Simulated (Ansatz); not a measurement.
C4H4FN, SMILES `Fc1ccc[nH]1`. The species carries charge 0 and has multiplicity 1. The structure was optimised at the PBE0-D4/def2-TZVP level.

```xyz
10

F    -2.032    1.338   -0.173
C    -0.973    0.553   -0.049
C    -0.861   -0.718    0.426
C     0.521   -1.042    0.316
C     1.172    0.036   -0.214
N     0.238    1.018   -0.437
H    -1.662   -1.332    0.802
H     0.981   -1.976    0.601
H     2.211    0.193   -0.452
H     0.405    1.931   -0.820
```

Problem. What is the dipole moment at B3LYP/def2-TZVPP? (Estimate.)

Solution. The calculation gave: 1.79 D, with components (1.38, 0.96, -0.61) D in this frame, pointing from negative to positive charge.

Problem. And with PBE, r2SCAN, ωB97M-V? (Estimate.)

Solution. Computed: PBE 1.77 D, r2SCAN 1.79 D, ωB97M-V 1.82 D.

Problem. Give the Mulliken charges with B3LYP, PBE, ωB97M-V in def2-TZVPP. (Best estimate.)

Solution. Computed: 
| atom | B3LYP | PBE | ωB97M-V |
| --- | --- | --- | --- |
| F1 | -0.20 | -0.16 | -0.19 |
| C2 | 0.28 | 0.21 | 0.24 |
| C3 | -0.23 | -0.22 | -0.20 |
| C4 | -0.17 | -0.15 | -0.17 |
| C5 | -0.10 | -0.12 | -0.08 |
| N6 | -0.15 | -0.10 | -0.11 |
| H7 | 0.13 | 0.11 | 0.12 |
| H8 | 0.13 | 0.12 | 0.12 |
| H9 | 0.15 | 0.13 | 0.14 |
| H10 | 0.16 | 0.17 | 0.13 |

B3LYP here is the variant with VWN-RPA as its local correlation; programs differ in this.
